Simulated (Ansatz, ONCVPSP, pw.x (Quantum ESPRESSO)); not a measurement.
## From atom to crystal: ONCV potential for Mo (Z = 42)

| Item | Value |
| --- | --- |
| Element | molybdenum |
| Generator | ONCVPSP 4.0.1.1 (patched build) |
| Type | optimised norm-conserving Vanderbilt (ONCV) |
| Functional | PBE |
| Relativity | scalar-relativistic |
| Frozen core | [Ar] 3d10 |
| Valence charge | 14 |
| Reference configuration | 4s2 4p6 4d5 5s0.75 5p0.25 |
| Partial waves | 4s+5s: rc 1.95 bohr, ncon 4, nbas 7, qcut 7.2 1/bohr, 2 projectors; 4p+5p: rc 2.15 bohr, ncon 3, nbas 6, qcut 5.3 1/bohr, 2 projectors; 4d: rc 2.45 bohr, ncon 4, nbas 9, qcut 5.4 1/bohr, 2 projectors, debl 3.9 Ha |
| Local potential | polynomial inside 1.45 bohr (lpopt 5, dvloc0 0 Ha) |
| Core correction | Teter function fitted to the true core (icmod 2), fcfact 0.2 |

Atomic tests: cutoffs needed: 15 Ha and 19 Ha (the cutoffs (Ha) at which the residual kinetic energy of the hardest occupied pseudo-wave falls to 1 and 0.1 mHa per electron); ghost test: no bound ghost flagged; no localised positive-energy state flagged; configuration tests: 1 of 4 tests not solved or not reliable.

Crystal test: bcc Mo in pw.x 7.5, no spin, 15³ k-points, Fermi–Dirac smearing 0.01 Ry, cutoffs 50/200 Ry. The reference is all-electron LAPW (Ansatz 0.2.0) with the same functional, mesh and smearing; V0 and B0 come from Birch–Murnaghan fits to the pressures at five volumes. Errors are pseudo minus all-electron; Δ is the rms difference of the E(V) curves that follow from these fits, minima aligned, over ±6 % about the mean V0. Mesh and smearing are coarse, so the numbers serve the comparison and aren't converged zero-temperature values; the lattice is a test structure that the element need not adopt.

All-electron: a0 = 3.162 Å (V0 = 15.80 Å³/atom), B0 = 259.2 GPa.

How far does the potential miss the all-electron equation of state?

mean pressure error (GPa): +2.37; a0 (Å): 3.171; a0 error (%): +0.30; B0 error (%): -0.9; Δ (meV/atom): 8.1. Atomic configuration tests: 1 of 4 tests not solved or not reliable.

| V (Å³/atom) | P all-electron (GPa) | P pseudo (GPa) |
| --- | --- | --- |
| 15.012 | 14.82 | 17.58 |
| 15.407 | 6.93 | 9.48 |
| 15.802 | -0.00 | 2.35 |
| 16.197 | -6.08 | -3.91 |
| 16.592 | -11.41 | -9.41 |

At the middle volume, how do free energy and pressure move when the wave cutoff is lowered (ecutrho kept at four times it)?

```json
{"cutoff (Ry)": "22", "shift of F (meV/atom)": "+939.0", "shift of P (GPa)": "-47.92"}
{"cutoff (Ry)": "30", "shift of F (meV/atom)": "+91.2", "shift of P (GPa)": "-4.37"}
{"cutoff (Ry)": "40", "shift of F (meV/atom)": "+4.4", "shift of P (GPa)": "-0.36"}
```

The run at the middle volume (120 k-points, 8 iterations) took about 22 s on one core of a shared host (Intel(R) Xeon(R) Platinum 8259CL CPU @ 2.50GHz, 48 threads, 187 GiB, load 63).
